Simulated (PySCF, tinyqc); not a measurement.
FCI on RHF in the sto-3g basis, for OH-, spin multiplicity 1, step by step. The basis has no diffuse functions, so it cannot describe the extra electron: this is an exercise in the method, not the real anion. The lowest restricted solution is unstable here: a spin-polarised one lies 0.0189 hartree lower (PySCF). One step of it, computed by the program tinyqc.

Question. FCI: determinants and Hamiltonian. Slater-Condon rules over spin orbitals, with the nuclear repulsion added and E(HF) subtracted on the diagonal. Only determinants linked to the reference directly or through others are kept (one block of an abelian symmetry group), so some states are absent.

one-electron integrals over orbitals h = C^T H C (hartree), lower triangle:
```
            1          2          3          4          5          6
1  -31.900230
2    0.630058  -7.195369
3    0.000000   0.000000  -6.743317
4    0.000000   0.000000   0.000000  -6.743317
5   -0.073117   0.364793   0.000000   0.000000  -3.702981
6    0.060972  -0.281886   0.000000   0.000000  -1.612615  -5.939112
```

Two-electron integrals over orbitals (pq|rs), unique and non-zero (hartree):
```
(11|11) 4.749369    (21|11) -0.470173   (21|21) 0.073054    (22|11) 1.104544
(22|21) -0.021305   (22|22) 0.783581    (31|31) 0.025878    (32|31) 0.035699
(32|32) 0.170224    (33|11) 1.115375    (33|21) -0.013810   (33|22) 0.797797
(33|33) 0.880159    (41|41) 0.025878    (42|41) 0.035699    (42|42) 0.170224
(43|43) 0.047444    (44|11) 1.115375    (44|21) -0.013810   (44|22) 0.797797
(44|33) 0.785270    (44|44) 0.880159    (51|11) 0.056304    (51|21) -0.009089
(51|22) 0.001875    (51|33) 0.001709    (51|44) 0.001709    (51|51) 0.005437
(52|11) -0.090870   (52|21) 0.002287    (52|22) -0.053149   (52|33) -0.052379
(52|44) -0.052379   (52|51) 0.006433    (52|52) 0.049617    (53|31) -0.003877
(53|32) -0.016962   (53|53) 0.011355    (54|41) -0.003877   (54|42) -0.016962
(54|54) 0.011355    (55|11) 0.462685    (55|21) -0.002755   (55|22) 0.403581
(55|33) 0.393482    (55|44) 0.393482    (55|51) 0.000761    (55|52) 0.036602
(55|55) 0.617601    (61|11) -0.046784   (61|21) 0.006584    (61|22) -0.003933
(61|33) -0.001421   (61|44) -0.001421   (61|51) 0.008909    (61|52) 0.015202
(61|55) 0.001225    (61|61) 0.022577    (62|11) 0.049118    (62|21) -0.002612
(62|22) 0.019015    (62|33) 0.029020    (62|44) 0.029020    (62|51) 0.013495
(62|52) 0.068077    (62|55) 0.016577    (62|61) 0.029046    (62|62) 0.133388
(63|31) 0.003248    (63|32) 0.013015    (63|53) 0.017592    (63|63) 0.039402
(64|41) 0.003248    (64|42) 0.013015    (64|54) 0.017592    (64|64) 0.039402
(65|11) 0.318426    (65|21) -0.004873   (65|22) 0.200396    (65|33) 0.197375
(65|44) 0.197375    (65|51) -0.000798   (65|52) -0.048014   (65|55) -0.102357
(65|61) -0.004128   (65|62) -0.005177   (65|65) 0.173621    (66|11) 0.968163
(66|21) -0.012005   (66|22) 0.699571    (66|33) 0.689436    (66|44) 0.689436
(66|51) 0.004005    (66|52) -0.017362   (66|55) 0.487291    (66|61) 0.004480
(66|62) 0.042130    (66|65) 0.137079    (66|66) 0.706826
```

nuclear repulsion = 2.40535096 hartree

Hartree-Fock energy = -73.95759417 hartree

Give: determinants; H - E(HF) between determinants.

Answer.

Occupation strings over the orbitals (2 doubly, a alpha, b beta, 0 empty; spin orbitals ordered 1a 1b 2a 2b ...): 222220 2222ab 2a222b a2222b 2222ba 2b222a b2222a 222202 2a22b2 a222b2 222022 220222 2b22a2 202222 ab2222 b222a2 ba2222 022222

H - E(HF) between determinants (hartree), lower triangle:
```
        222220  2222ab  2a222b  a2222b  2222ba  2b222a  b2222a  222202
222220   0.000
2222ab   0.000   0.263
2a222b   0.000   0.012   0.822
a2222b   0.000  -0.008   0.041  19.460
2222ba   0.000  -0.174   0.005   0.004   0.263
2b222a   0.000   0.005  -0.133  -0.029   0.012   0.822
b2222a   0.000   0.004  -0.029  -0.023  -0.008   0.041  19.460
222202   0.174   0.239   0.048   0.001  -0.239  -0.048  -0.001   0.876
2a22b2   0.005  -0.048   0.063  -0.005   0.026  -0.068  -0.013  -0.066
a222b2   0.004  -0.001  -0.005   0.181   0.003  -0.015  -0.009   0.011
222022   0.039  -0.018  -0.013  -0.003   0.018   0.013   0.003   0.011
220222   0.039  -0.018  -0.013  -0.003   0.018   0.013   0.003   0.011
2b22a2  -0.005   0.026  -0.068  -0.013  -0.048   0.063  -0.005   0.066
202222   0.133  -0.068   0.023   0.003   0.068  -0.023  -0.003   0.050
ab2222  -0.029   0.013  -0.003   0.007  -0.015   0.008  -0.007  -0.006
b222a2  -0.004   0.003  -0.015  -0.009  -0.001  -0.005   0.181  -0.011
ba2222   0.029  -0.015   0.008  -0.007   0.013  -0.003   0.007   0.006
022222   0.023  -0.009  -0.007   0.051   0.009   0.007  -0.051   0.005

        2a22b2  a222b2  222022  220222  2b22a2  202222  ab2222  b222a2
2a22b2   1.008
a222b2   0.050  19.437
222022   0.017   0.004   0.217
220222   0.017   0.004   0.047   0.217
2b22a2  -0.050  -0.006  -0.017  -0.017   1.008
202222   0.024  -0.002   0.170   0.170  -0.024   1.734
ab2222   0.002  -0.061  -0.036  -0.036   0.010  -0.032  20.425
b222a2  -0.006  -0.005  -0.004  -0.004   0.050   0.002   0.009  19.437
ba2222   0.010   0.009   0.036   0.036   0.002   0.032  -0.073  -0.061
022222   0.009  -0.044   0.026   0.026  -0.009   0.073   0.417   0.044

        ba2222  022222
ba2222  20.425
022222  -0.417  42.440
```
